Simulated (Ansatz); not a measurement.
# B2Si: the cost of one run

Computed with Ansatz 0.2.0, Gaussian basis. Level: def2-QZVPP, all electrons in the functionals, frozen cores in the correlation of double hybrids and RPA.

The runs, in order: wB97M-V, B2PLYP, at charge 0, triplet; charge 0, singlet; charge 0, quintet; charge 1, doublet; charge 1, quartet.

2 further runs of the same task are left out: 2 set aside as unsound or not needed.

**1. The system**

The geometry is a PBE0/def2-TZVP stationary point (not a proven minimum).

3 atoms, charge 0, spin multiplicity 3.

Atoms are counted from 1 here; the program's logs count them from 0.

Bond lengths: B1–B2 1.543 Å, B2–Si3 1.871 Å. Angles: B1–B2–Si3 180.0°.

No dispersion term is added; wB97M-V holds VV10 nonlocal correlation.

The geometry shown and the zero of energy belong to the point charge 0, triplet. The yardstick, UCCSD(T), and other wave-function levels (R restricted, U unrestricted, valence and pair active spaces) come from earlier runs.

**2. wB97M-V, charge 0, triplet**

in.yaml

```yaml
crystal:
  periodic: [false, false, false]
  atoms:
    - {symbol: B, position_ang: [0.000000, 0.000000, -1.652467]}
    - {symbol: B, position_ang: [0.000000, 0.000000, -0.109467]}
    - {symbol: Si, position_ang: [0.000000, 0.000000, 1.761933]}
basis:
  gaussian: {orbitals: "def2-QZVPP.json"}
magnetization: {spin_polarized: true, initial_magnetization: 2}
hamiltonian: {xc: {name: wB97M-V}}
output: {orbitals: {seedname: orbitals}}
```

Launch:

```bash
ansatz run in.yaml --threads 1 --pin off --events-out ev --progress --plain --max-ram 2393MiB
```

What time and memory should one allow on 1 thread of Arm Neoverse V2, shared host?

About 26 s, with a peak of 0.54 GiB.
